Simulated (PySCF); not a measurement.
C4H3OS (charge -1).
Atom-mapped SMILES: `[O-:1][c:2]1[cH:3][cH:4][cH:5][s:6]1` (hydrogens: H7 on C3; H8 on C4; H9 on C5)

The same species was optimised twice, with GFN2-xTB and with PBE0-D3(BJ)/def2-SVP (PySCF), and the same property calculations (PySCF, gas phase) were run on both structures.

```
  coordinate  GFN2-xTB  PBE0-D3(BJ)/def2-SVP  change
   C2–C3 (Å)     1.380                 1.411  +0.031
   C4–C5 (Å)     1.353                 1.371  +0.018
   C2–S6 (Å)     1.864                 1.882  +0.018
   C3–C4 (Å)     1.407                 1.419  +0.012
   O1–C2 (Å)     1.230                 1.228  -0.002
   C5–S6 (Å)     1.744                 1.744   0.000
C2–S6–C5 (°)      91.3                  92.7    +1.4
C3–C2–S6 (°)     106.1                 105.0    -1.1
C3–C4–C5 (°)     114.7                 115.6    +0.9
C4–C5–S6 (°)     111.8                 110.9    -0.9
O1–C2–S6 (°)     120.3                 121.0    +0.7
O1–C2–C3 (°)     133.6                 134.0    +0.4
C2–C3–C4 (°)     116.2                 115.8    -0.4
```

Rotational constants: A = 5255, B = 3423, C = 2073 MHz (GFN2-xTB) against A = 5213, B = 3343, C = 2037 MHz (PBE0-D3(BJ)/def2-SVP). Point groups within 0.08 Å: Cs and Cs.

On the GFN2-xTB structure: HOMO (eV) 0.05 [PBE0/pcSseg-1]; LUMO (eV) 5.47 [PBE0/pcSseg-1]; GIAO shielding of O1 (ppm) 1.6 [PBE0/pcSseg-1]; GIAO shielding of C2 (ppm) -0.9 [PBE0/pcSseg-1]; GIAO shielding of C3 (ppm) 105.1 [PBE0/pcSseg-1]; GIAO shielding of C4 (ppm) 61.1 [PBE0/pcSseg-1]; GIAO shielding of C5 (ppm) 93.0 [PBE0/pcSseg-1]; GIAO shielding of S6 (ppm) 342.6 [PBE0/pcSseg-1].

Problem. What do these properties become on the PBE0-D3(BJ)/def2-SVP structure?

Solution. 
```csv
property,level,on GFN2-xTB,on PBE0-D3(BJ)/def2-SVP,change
HOMO (eV),PBE0/pcSseg-1,0.05,0.03,-0.02
LUMO (eV),PBE0/pcSseg-1,5.47,5.40,-0.07
"energy, GFN2-xTB geometry as zero (kcal/mol)",PBE0/pcSseg-1,0.0,-0.8,-0.8
GIAO shielding of O1 (ppm),PBE0/pcSseg-1,1.6,-5.1,-6.7
GIAO shielding of C2 (ppm),PBE0/pcSseg-1,-0.9,-3.5,-2.6
GIAO shielding of C3 (ppm),PBE0/pcSseg-1,105.1,101.2,-3.9
GIAO shielding of C4 (ppm),PBE0/pcSseg-1,61.1,57.6,-3.5
GIAO shielding of C5 (ppm),PBE0/pcSseg-1,93.0,92.0,-1.0
GIAO shielding of S6 (ppm),PBE0/pcSseg-1,342.6,333.2,-9.4
```

The heavy atoms differ by 0.019 Å rms after alignment. Among bonds between heavy atoms C2–C3 changes most (+0.031 Å). Changes are differences of the printed values. Neither structure is proved a minimum here. Geometry: PBE0-D3(BJ)/def2-SVP; no solvent, vibrations or thermal averaging.
